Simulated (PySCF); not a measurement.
**Working out the ionisation energy of C**

C [He] 2s2 2p2 (3P) → C+ [He] 2s2 2p1 (2P). All numbers are calculated (PySCF 2.14, the spin-free X2C one-electron Hamiltonian (Gaussian nucleus), in ANO-RCC-VTZP). Frozen: 1s2. Energies in hartree (1 hartree = 27.21139 eV):

| part | C (lower) | C+ (upper) |
| --- | --- | --- |
| UHF | -37.708463 | -37.311598 |
| CCSD correlation | -0.088232 | -0.075251 |
| (T) | -0.002158 | -0.001170 |

Q: What does Hartree-Fock give?

A: (-37.311598) − (-37.708463) = 0.396865 hartree = 10.799 eV.

Q: What do CCSD and CCSD(T) give?

A: The CCSD correlation energies differ by 0.012981 hartree = 0.353 eV and the triples by 0.000988 hartree = 0.027 eV, so CCSD gives 11.152 eV and CCSD(T) 11.179 eV.

Measured between the centres of the two terms (NIST): 11.262 eV, so CCSD(T) (valence) is off by -0.083 eV.

What remains against the reference includes basis incompleteness, the frozen core and higher excitations.
